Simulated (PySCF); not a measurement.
How good is the calculation?

Cartesian coordinates in Å; atom numbers follow the order of the lines, from 1:
```xyz
13

C    -2.038   -0.110   -0.363
C    -1.075   -0.039    0.802
S     0.070    1.381    0.741
S     1.183    0.997   -0.947
C     2.491   -0.081   -0.306
H    -2.707   -0.979   -0.260
H    -1.486   -0.214   -1.309
H    -2.654    0.799   -0.424
H    -1.601    0.106    1.761
H    -0.483   -0.962    0.901
H     2.083   -1.030    0.070
H     3.160   -0.293   -1.154
H     3.058    0.426    0.486
```

- shieldings: GIAO PBE0/pcSseg-1
- PBE0-D3(BJ)/def2-SVP structure
- program: PySCF
- non-relativistic Hamiltonian, one computed conformer, one averaged value for each set of equivalent atoms, gas phase

Reference values: measured (solution, not stated per compound (mostly CDCl3 or CCl4); Pretsch, Buehlmann, Badertscher, Structure Determination of Organic Compounds, 4th ed. (2009)).
```tsv
atoms	quantity	reference	computed	computed, scaled
C2	δ $^{13}$C	31.8	32.7	31.1
C1	δ $^{13}$C	14.7	15.1	14.0
```

Computed shifts are σ(ref) − σ with the named reference compound (TMS for H and C) calculated as an isolated molecule at the same level. The measured values may be among those fitted. Scaled to experiment by linear calibration (H and C: mostly CDCl3 data, vs TMS): $^{13}$C: δ = 178.46 − 0.972σ (rms 2.0 ppm, 209 shifts, 2.2 ppm with the 3 outliers that the fit left out). A few per cent of atoms miss by over 2 rms, more outside the fitted compound classes.

How far are the unscaled $^{13}$C shifts from the references?

## Answers

Mean signed difference +0.65 ppm, mean absolute 0.65 ppm over 2 comparisons; the largest is +0.9 ppm at C2 (sp3 CH2 bonded to S).
